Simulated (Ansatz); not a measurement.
# SiNH (singlet): wave-function methods side by side, cc-pVDZ

How much of the correlation energy of SiNH (singlet) does each wave-function method recover here?

Program: Ansatz 0.2.0, Gaussian basis. Level of theory: cc-pVDZ, core rule «outside noble gas», up to 6 orbitals frozen. These are calculated values, not measurements.

To be run: UHF; CCSD(T) on RHF; BCCD(T) on RHF; CISD; CCSDT(Q) on RHF; CCSDTQ on RHF; CASSCF and MRCISD+Q, 10 electrons in 9 orbitals; CASSCF and NEVPT2, 10 electrons in 9 orbitals.

3 further runs of the same task are left out: 3 set aside as unsound or not needed.

## Step 1: What is computed

The geometry is a PBE0/def2-TZVP stationary point (not a proven minimum).

3 atoms, charge 0, spin multiplicity 1.

Atoms are counted from 1 here; the program's logs count them from 0.

Bond lengths: Si1–N2 1.546 Å, N2–H3 1.000 Å. Angles: Si1–N2–H3 180.0°.

Geometry (Å):

```
Si    0.00000    0.00000   -1.36363
N     0.00000    0.00000    0.18201
H     0.00000    0.00000    1.18162
```

## Step 2: UHF

The input, in.yaml:

```yaml
crystal:
  periodic: [false, false, false]
  atoms:
    - {symbol: Si, position_ang: [0.000000, 0.000000, -1.363630]}
    - {symbol: N, position_ang: [0.000000, 0.000000, 0.182007]}
    - {symbol: H, position_ang: [0.000000, 0.000000, 1.181623]}
basis:
  gaussian: {orbitals: cc-pVDZ}
magnetization: {spin_polarized: true, initial_magnetization: 0}
hamiltonian: {xc: hf}
output: {orbitals: {seedname: orbitals}}
```

On the command line:

```bash
ansatz run in.yaml --threads 1 --pin off --events-out ev --progress --plain --max-ram 4096MiB --backend cpu
```

The runs that follow: CCSD(T) on RHF; BCCD(T) on RHF; CISD; CCSDT(Q) on RHF; CCSDTQ on RHF; CASSCF and MRCISD+Q, 10 electrons in 9 orbitals; CASSCF and NEVPT2, 10 electrons in 9 orbitals.

**Question.** What will the summary of the whole plan be? Wanted: RCCSDTQ below the RHF energy; RMP2 from RCCSDTQ; RCCSD from RCCSDTQ; RCCSD(T) from RCCSDTQ; RCCSDT(Q) from RCCSDTQ; NEVPT2 valence from RCCSDTQ; MRCISD+Q valence from RCCSDTQ; T1 diagnostic; effectively unpaired electrons.

**Answer**, as computed:

| quantity | value |
| --- | --- |
| RCCSDTQ below the RHF energy | -7.6778 eV |
| RMP2 from RCCSDTQ | +17.49 kcal/mol |
| RCCSD from RCCSDTQ | +8.64 kcal/mol |
| RCCSD(T) from RCCSDTQ | +1.15 kcal/mol |
| RCCSDT(Q) from RCCSDTQ | -0.17 kcal/mol |
| NEVPT2 valence from RCCSDTQ | +25.88 kcal/mol |
| MRCISD+Q valence from RCCSDTQ | +2.08 kcal/mol |
| levels within 1 kcal/mol (43 meV) | RCCSDT, RCCSDT(Q) |
| T1 diagnostic | 0.025 |
| effectively unpaired electrons | 0.05 |

**Reading.** RCCSD(T) lands +1.15 kcal/mol from the yardstick (0.6 % of the correlation energy). One determinant dominates. Of the multireference levels listed MRCISD+Q valence comes nearest in total energy (+2.08 kcal/mol), which doesn't show that its space is the better one. These misses are within one basis, not against nature.
